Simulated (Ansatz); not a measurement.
A nudged elastic band was laid between two geometries of H6NSi2 (9 atoms, charge -1, multiplicity 1).

Theory: RKS PBE-D4/def2-SVP in Ansatz.

```yaml
movable_images: 7
climbing_image: yes
spring: 5.0 eV/Å²
optimiser: quadratic models (default)
start_path: IDPP
force_threshold: 0.05 eV/Å
iteration_limit: 60
end_points: relaxed
```

Image 0:

```xyz
9
Properties=species:S:1:pos:R:3
Si -1.479 0.798 -0.697
N 0.290 0.361 -0.274
Si 0.588 -0.797 0.953
H -1.474 0.379 -2.214
H -1.250 2.310 -1.060
H 1.073 0.561 -0.907
H 2.100 -0.961 1.126
H 0.096 -2.230 0.751
H 0.056 -0.419 2.323
```

Image 8:

```xyz
9
Properties=species:S:1:pos:R:3
Si -0.925 1.164 -1.379
N 0.619 0.519 -0.512
Si 0.559 -0.657 0.733
H -1.806 -0.138 -1.240
H -1.595 1.790 -0.106
H 1.456 0.520 -1.099
H 1.961 -1.014 1.249
H -0.058 -2.018 0.412
H -0.211 -0.168 1.943
```

Which bonds break or form, and what moves?

No bond is made or broken. The height of Si1 over the plane of its neighbours goes from -0.85 to 0.87 Å.

What energy profile does the band end with?

The run converged. The highest image is number 4 of 0 to 8, 1.38 eV above the first end and 1.41 eV above the last; the last end lies 0.03 eV below the first. A vibrational analysis at the climbing image gives one clearly imaginary mode, 835i cm⁻¹: a first-order saddle point. Limits of this set-up: an anion without diffuse functions.

```tsv
image	path coordinate (Å)	energy (eV)	height of Si1 over the plane of its neighbours (Å)
0	0.00	0.00	-0.85
1	0.44	0.03	-0.79
2	0.89	0.17	-0.69
3	1.33	0.59	-0.42
4	1.77	1.38	0.07
5	2.11	0.78	0.44
6	2.44	0.04	0.77
7	2.77	-0.03	0.87
8	3.11	-0.03	0.87
```

What is the geometry of the highest image?


```xyz
9
Properties=species:S:1:pos:R:3
Si -0.953 0.891 -1.031
N 0.675 0.391 -0.476
Si 0.454 -0.695 0.837
H -1.718 0.003 -1.965
H -1.598 2.091 -0.410
H 1.573 0.625 -0.919
H 1.899 -1.146 1.268
H -0.223 -2.029 0.570
H -0.110 -0.130 2.127
```

What are the harmonic wavenumbers there?

835i, 105, 172, 322, 529, 575, 613, 654, 737, 827, 875, 889, 907, 961, 1076, 1781, 2055, 2074, 2163, 2173, 3326 cm⁻¹.

Time of the run: 2.4 min on 1 thread of Arm Neoverse V2, with other jobs on the host, peak memory 0.11 GiB.
